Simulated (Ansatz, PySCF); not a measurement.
HS, SMILES [SH] (connectivity only; charge and spin as stated), charge -1, multiplicity 1. Atoms are numbered in the order given.

```xyz
2

S      0.0000     0.0000    -0.0839
H      0.0000     0.0000     1.2638
```
Charge -1, spin multiplicity 1.

Geometry: B3LYP-D3(BJ)/def2-TZVPD. The multiplicity is an assumed one; other spin states were not compared.

Two levels are set side by side: PBE-D3(BJ)/def2-TZVPD (Ansatz, an electronic-structure program) and B3LYP-D3(BJ)/def2-TZVPD (Ansatz). Each level has its own optimised geometry; the coordinates shown are those of the second. Frequencies come from the Hessian of PySCF at each geometry. Differences are taken from unrounded values.

```json
[
 {"quantity": "bond S1–H2 (Å)", "B3LYP-D3(BJ)": "1.348", "PBE-D3(BJ)": "1.357", "PBE-D3(BJ) minus B3LYP-D3(BJ)": "0.009"},
 {"quantity": "highest harmonic wavenumber (cm⁻¹)", "B3LYP-D3(BJ)": "2624", "PBE-D3(BJ)": "2581", "PBE-D3(BJ) minus B3LYP-D3(BJ)": "-43"},
 {"quantity": "mean harmonic wavenumber (cm⁻¹)", "B3LYP-D3(BJ)": "2624", "PBE-D3(BJ)": "2581", "PBE-D3(BJ) minus B3LYP-D3(BJ)": "-43"},
 {"quantity": "zero-point energy (kcal/mol)", "B3LYP-D3(BJ)": "3.75", "PBE-D3(BJ)": "3.69", "PBE-D3(BJ) minus B3LYP-D3(BJ)": "-0.06"}
]
```

On these quantities the two levels nearly agree.
